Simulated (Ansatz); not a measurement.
**Which is lower?**

Two relaxed structures of SiH$_{3}$SO, doublet (PBE0-D4/def2-TZVP; forces vanish, vibrations not checked).

A:

| atom | x (Å) | y (Å) | z (Å) |
| --- | --- | --- | --- |
| O1 | 0.3659 | -1.9920 | 1.1645 |
| S2 | 1.2476 | -0.9692 | 0.4807 |
| Si3 | -0.1877 | 0.5106 | -0.2909 |
| H4 | -1.1013 | -0.1791 | -1.2321 |
| H5 | 0.6095 | 1.5564 | -0.9811 |
| H6 | -0.9341 | 1.0733 | 0.8589 |

B:

```xyz
6
angstrom
O 0.2274 -2.1454 1.0729
S 1.2102 -0.9172 0.5108
Si -0.2318 0.4320 -0.2823
H -1.0694 -0.2048 -1.3415
H 0.6168 1.5199 -0.8480
H 0.0756 -1.9794 2.0099
```

Program: Ansatz 0.2.0. Basis: def2-TZVPP. Cores are frozen in the correlated methods; orbitals are unrestricted. B3LYP uses VWN-RPA correlation.

(1) Which structure is lower at CCSD(T), and by how much? (Judge from chemistry; the value comes from the calculation.)

The T1 diagnostic stays at or below 0.030. ⟨S²⟩ of the unrestricted Hartree–Fock references: 0.76 to 0.78 (a pure state has 0.75).

## Answers

(1) Computed: A, by 8.14 kcal/mol (electronic energy, against the other). By their contacts, A is SiH₃SO ([O][S][SiH3]) and B is SiH₃SO ([OH][S][SiH2]).

All methods give the same order:

```json
{"method": "PBE-D4", "E(B) − E(A) (kcal/mol)": "8.86"}
{"method": "r2SCAN-D4", "E(B) − E(A) (kcal/mol)": "9.71"}
{"method": "PBE0-D4", "E(B) − E(A) (kcal/mol)": "7.85"}
{"method": "B3LYP-D4", "E(B) − E(A) (kcal/mol)": "10.11"}
{"method": "wB97M-V", "E(B) − E(A) (kcal/mol)": "8.94"}
{"method": "HF", "E(B) − E(A) (kcal/mol)": "9.39"}
{"method": "MP2", "E(B) − E(A) (kcal/mol)": "2.81"}
{"method": "CCSD", "E(B) − E(A) (kcal/mol)": "8.04"}
{"method": "CCSD(T)", "E(B) − E(A) (kcal/mol)": "8.14"}
```

Labels in which every atom is bracketed show which atoms are joined, not bond orders.

For scale, one of the runs: CCSD(T)/def2-TZVPP, 157 basis functions, launched by `ansatz run in.yaml --threads 2 --pin off --events-out ev --progress --plain --max-ram 4352MiB`. Hardware: 2 CPU threads of an Arm Neoverse V2, shared host. Wall time 52 s; peak host memory 2.4 GiB.
